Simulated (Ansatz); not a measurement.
Mulliken charges of C₃H₅FO (`CC1(F)CO1`) from r2SCAN/def2-TZVPP in Ansatz (PBE0-D4/def2-TZVP geometry).

| atom | x (Å) | y (Å) | z (Å) | charge (e) |
| --- | --- | --- | --- | --- |
| C1 | -0.816 | -0.966 | 0.010 | -0.115 |
| C2 | 0.305 | -0.050 | -0.344 | 0.340 |
| F3 | 1.285 | -0.709 | -1.023 | -0.223 |
| C4 | 0.707 | 1.141 | 0.382 | 0.044 |
| O5 | 0.007 | 1.189 | -0.874 | -0.321 |
| H6 | -1.582 | -0.423 | 0.562 | 0.049 |
| H7 | -0.451 | -1.794 | 0.619 | 0.057 |
| H8 | -1.257 | -1.371 | -0.904 | 0.060 |
| H9 | 0.139 | 1.483 | 1.243 | 0.045 |
| H10 | 1.747 | 1.449 | 0.332 | 0.066 |

Question: By hand: the dipole of these point charges (1 e Å = 4.8032 D).

Answer: Σ q r = (-0.117, -0.122, 0.494) e Å, of length 0.522 e Å = 2.51 D.

Question: How does the dipole of the full density compare? (An estimate is asked.)

Answer: The calculation gave: (-0.139, -0.068, 0.449) e Å, 2.28 D; the point charges give 1.10 times that, at 7° from its direction.

Point charges leave out the atoms' own dipoles, such as those of lone pairs, and Mulliken's split depends on the basis, so the close match here is no proof of good charges.
